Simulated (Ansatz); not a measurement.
Species: CH3F, charge 1, doublet. CH3F+ (parent SMILES CF, doublet).
B3LYP-D3(BJ)/def2-TZVP minimum from Ansatz (a quantum-chemistry and plane-wave program):
```
C
F 1 1.2871
H 1 1.0874 2 116.86
H 1 1.1715 3 118.18 2 -135.44
H 1 1.1715 3 118.18 4 -89.12
```
Charge +1, spin multiplicity 2.

Total energies in aug-cc-pVDZ, 13 correlated electrons, 2 frozen orbitals. UHF or UKS for unpaired electrons; spin-orbit terms are left out. Correlated methods leave the cores frozen. No relativity. The spin of CH3F+ (parent SMILES CF, doublet) was assumed, and the state is the lowest solution found for it.

```
method    program  energy (Eh)  minus CCSDT(Q) (mEh)
--------  -------  -----------  --------------------
HF         Ansatz   -138.61699                368.72
MP2        Ansatz   -138.95484                 30.87
CCSD       Ansatz   -138.97428                 11.44
CCSD(T)    Ansatz   -138.98431                  1.40
CCSDT(Q)   Ansatz   -138.98572                  0.00
```

Rough core times of Ansatz's runs on a shared machine: CCSD(T) under 20 s, CCSDT(Q) 7 min.
